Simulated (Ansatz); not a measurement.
`[C-]#[NH+]`: measurement beside calculation (Ansatz, PBE0-D4/def2-TZVP geometry).

Bond lengths: C1–N2 1.163 Å, N2–H3 0.997 Å. Angles: C1–N2–H3 180.0°.

Measured: 3650 cm⁻¹ (nu1 N-H stretch, emission band position, tentative assignment, time-resolved FTIR emission). Source: Predissociation of methyl cyanoformate: The HCN and HNC channels, 2016 (arxiv:1606.06230).

Harmonic PBE0-D4 wavenumbers (cm⁻¹, unscaled): 484, 484, 2128, 3828. Fundamentals include anharmonicity and usually lie a few per cent under these; harmonic values from spectra compare directly.
